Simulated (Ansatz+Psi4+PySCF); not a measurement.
Results of a calculation; reference values are marked as such.
This Psi4 input gave a total energy of -225.10857 hartree.

```
molecule {
0 1
O 0.000000 0.000000 0.000000
O 0.000000 1.125980 0.692710
O 0.000000 -1.040810 0.640310
}

set basis cc-pVTZ
set reference uhf
set scf_type pk
set mp2_type conv
set cc_type conv
set num_frozen_docc 3
energy('mp2')
```

**Question.** Write an input for Ansatz with the same method and basis set.

**Answer.**

```yaml
crystal:
  periodic: [false, false, false]
  atoms:
    - { symbol: O, position_ang: [0.0, 0.0, 0.0] }
    - { symbol: O, position_ang: [0.0, 1.12598, 0.69271] }
    - { symbol: O, position_ang: [0.0, -1.04081, 0.64031] }
basis:
  gaussian: { orbitals: cc-pVTZ }
magnetization:
  spin_polarized: true
hamiltonian:
  xc: hf
correlation:
  method: mp2
  frozen_orbitals: { O: 1 }
scf:
  omitted_lower_state_checks: [stability, starts, atomic_configurations, cluster_reference, orbital_swaps, given_window_search, neighbouring_geometries, increment]
```

Ansatz (development build ahead of 0.2.0) gave -225.10857 hartree, 0.09 meV from the first. The reference isn't the lowest determinant (another lies 2.29 eV lower), but the same method gives a higher total on the lower determinant. Caution: large share of triples, a single reference is doubtful.
